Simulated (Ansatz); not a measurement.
The inner images of a band of CH5AlS (8 atoms, charge 0, multiplicity 1) are given out of order.

Computed with RKS r2SCAN-D4/def2-SVP in Ansatz.

Initial state:

```xyz
8
Properties=species:S:1:pos:R:3
Al -0.747 -0.315 0.498
S 0.261 -0.479 2.440
C 0.192 0.301 -1.097
H 1.231 0.619 -0.913
H -2.277 -0.732 0.514
H 1.457 -0.044 1.982
H -0.339 1.149 -1.564
H 0.222 -0.498 -1.860
```

Final state:

```xyz
8
Properties=species:S:1:pos:R:3
Al -0.310 -0.374 0.433
S 0.762 0.402 2.186
C 0.147 0.356 -1.312
H 0.529 -0.432 -1.986
H -1.408 -1.495 0.679
H 0.110 -0.385 3.071
H 0.913 1.147 -1.260
H -0.741 0.782 -1.812
```

Q: Put them in order from the first end to the last, with their energies above the first end.
A.
```xyz
8
Properties=species:S:1:pos:R:3
Al -0.683 -0.348 0.479
S 0.113 -0.081 2.514
C 0.199 0.266 -1.150
H 1.301 0.232 -1.139
H -2.115 -1.023 0.472
H 1.418 -0.078 2.179
H -0.079 1.324 -1.320
H -0.153 -0.292 -2.034
```
B.
```xyz
8
Properties=species:S:1:pos:R:3
Al -0.519 -0.256 0.448
S 0.601 0.499 2.196
C 0.161 0.320 -1.279
H 1.258 0.192 -1.280
H -1.764 -1.222 0.655
H 0.535 -0.674 2.859
H -0.022 1.391 -1.472
H -0.250 -0.250 -2.127
```
C.
```xyz
8
Properties=species:S:1:pos:R:3
Al -0.618 -0.259 0.480
S 0.258 0.453 2.401
C 0.174 0.298 -1.209
H 1.275 0.220 -1.197
H -1.907 -1.187 0.537
H 1.070 -0.630 2.452
H -0.047 1.367 -1.387
H -0.205 -0.263 -2.078
```
D.
```xyz
8
Properties=species:S:1:pos:R:3
Al -0.363 -0.326 0.442
S 0.878 0.291 2.146
C 0.133 0.346 -1.317
H 0.903 -0.303 -1.773
H -1.578 -1.303 0.739
H 0.182 -0.431 3.054
H 0.563 1.360 -1.272
H -0.718 0.367 -2.018
```
E.
```xyz
8
Properties=species:S:1:pos:R:3
Al -0.363 -0.339 0.433
S 0.921 0.177 2.139
C 0.156 0.334 -1.319
H 1.206 0.094 -1.560
H -1.652 -1.215 0.738
H 0.127 -0.424 3.053
H 0.077 1.435 -1.350
H -0.473 -0.062 -2.133
```

A: A (+6.8 kJ/mol), C (+29.7 kJ/mol), B (+13.0 kJ/mol), E (-0.1 kJ/mol), D (-0.5 kJ/mol).

Run time: 110 s on 2 threads of Intel(R) Xeon(R) Platinum 8259CL CPU @ 2.50GHz (Skylake/Cascade Lake), on a shared host, peak memory 0.17 GiB.
